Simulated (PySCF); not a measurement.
# BHCl at several levels of theory

All levels use the PBE0 minimum (doublet; B–Cl 1.710 Å, B–H 1.193 Å; Cl–B–H 123.6°), basis [B def2-TZVP, H def2-TZVP, Cl def2-TZVP], no relativity, density fitting, no spin–orbit coupling, PySCF. For vertical energies the ionised species is a singlet (spins chosen at PBE0 and kept) and the electron-attached one a triplet. Atomisation goes to high-spin ground-configuration atoms, without zero-point energy. Open shells are unrestricted, also as the reference of the correlated levels. A dash marks a value that was not computed or is not defined at that level.

```xyz
3
charge 0 multiplicity 2, angstrom
B     0.2072    0.3821   -1.1809
H    -0.1366   -0.2519   -2.1318
Cl   -0.0613   -0.1130    0.4332
```

| level | atomisation (kJ/mol) | vertical IP (eV) | vertical EA (eV) | −ε(HOMO) (eV) | dipole (D) |
| --- | --- | --- | --- | --- | --- |
| CCSD(T) | 761 | 8.58 | -0.27 | – | – |
| HF | 634 | 8.59 | -0.70 | 9.55 | 0.56 |
| MP2 | 791 | 8.58 | -0.28 | – | – |
| PBE0 | 813 | 8.83 | -0.07 | 6.14 | 0.50 |
| PBE | 824 | 8.66 | -0.08 | 4.84 | 0.56 |
| B3LYP | 795 | 8.79 | -0.16 | 5.85 | 0.50 |
| r2SCAN | 828 | 8.88 | 0.00 | 5.24 | 0.47 |
| wB97X | 799 | 8.76 | -0.22 | 8.42 | 0.52 |

For BHCl itself CCSD(T) correlates 11 electrons; T1 = 0.016, D1 = 0.043, (T) = -32 kJ/mol.

(1) Which levels differ least and most from CCSD(T) in the atomisation?

Results:

(1) Least: MP2 (+30 kJ/mol); most: HF (-127 kJ/mol). CCSD(T) atomisation energies in a triple-zeta basis lie tens of kJ/mol low, so this is no ranking by accuracy.

Without diffuse functions attachment energies tend to come out too low.
